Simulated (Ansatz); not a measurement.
# How the interlayer binding energy of 1T (CdI2-type) SnS₂ moves with the method

No measured value is used here.

| level (code) | value (meV/Å²) | cell (Å³/atom) |
|---|---|---|
| LDA (Ansatz) | (withheld) | 21.71 |
| PBE (Ansatz) | (withheld) | 27.62 |
| PBE-D3(BJ) (Ansatz) | 19.9 | 22.57 |
| PBE-D4 (Ansatz) | 18.4 | 22.54 |
| rVV10 (Ansatz) | 21.5 | 23.58 |
| HSE06-D3(BJ) (Ansatz) | 28.6 | 21.76 |
| PBE0-D4 (Ansatz) | 19.8 | 22.10 |

Task: Fill in the missing entries.

Result: 
- LDA (Ansatz, a quantum-chemistry and plane-wave program), value (meV/Å²): 10.9
- PBE (Ansatz), value (meV/Å²): 0.6

LDA: LDA has no dispersion term either, though it tends to give short spacings of layers, chains or molecules. PBE: the cell comes from a level without a dispersion term, which matters for the spacing of layers, chains or molecules. Each level is taken at its own relaxed cell. Ansatz's density-functional and Hartree–Fock values are scalar-relativistic unless marked +SOC, with PAW data made under PBE.
